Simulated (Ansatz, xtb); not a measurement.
## Loss of H2O: C4H5NO → C4H3N + H2O

Species: C4H5NO `N#CCC1CO1`, singlet; C4H3N `C#CCC#N`, singlet; H2O (water) `O`, singlet. 

Shapes, held fixed at every level: PBE0-D4/def2-TZVP. Flexible molecules stand in one conformer, not always the lowest. Programs: Ansatz 0.2.0, xtb 6.7.1. The zero-point and thermal change to 298 K, harmonic and unscaled (PBE0-D4/def2-TZVP), is -13.8 kJ/mol.

**Question.** Estimate ΔH(298 K) of this reaction.

**Answer.** The highest level, CCSD(T)/CBS estimate, gives ΔH(298 K) = +52.8 kJ/mol; the levels span +52.7 to +90.3. The column of differences is taken from that level and isn't an error. No measured value is set beside it here. The CBS estimate extrapolates MP2 from def2-TZVPP and def2-QZVPP and adds CCSD(T) − MP2 in the triple-zeta set, cores frozen.

```tsv
level	kind	ΔH(298 K) (kJ/mol)	less CCSD(T)/CBS estimate
GFN0-xTB	semi-empirical	+66.3	+13.5
HF/def2-SVP	Hartree–Fock	+66.1	+13.3
PBE-D4/def2-TZVPP	GGA	+90.3	+37.5
r2SCAN-D4/def2-TZVPP	meta-GGA	+89.2	+36.4
B2PLYP/def2-TZVPP	double hybrid	+52.7	-0.1
CCSD(T)/def2-SVP	coupled cluster or CI	+82.7	+29.9
CCSD/def2-SVP	coupled cluster or CI	+81.6	+28.8
CCSD/def2-TZVPP	coupled cluster or CI	+58.6	+5.8
CCSD(T)/CBS estimate	coupled cluster or CI	+52.8	0.0
```
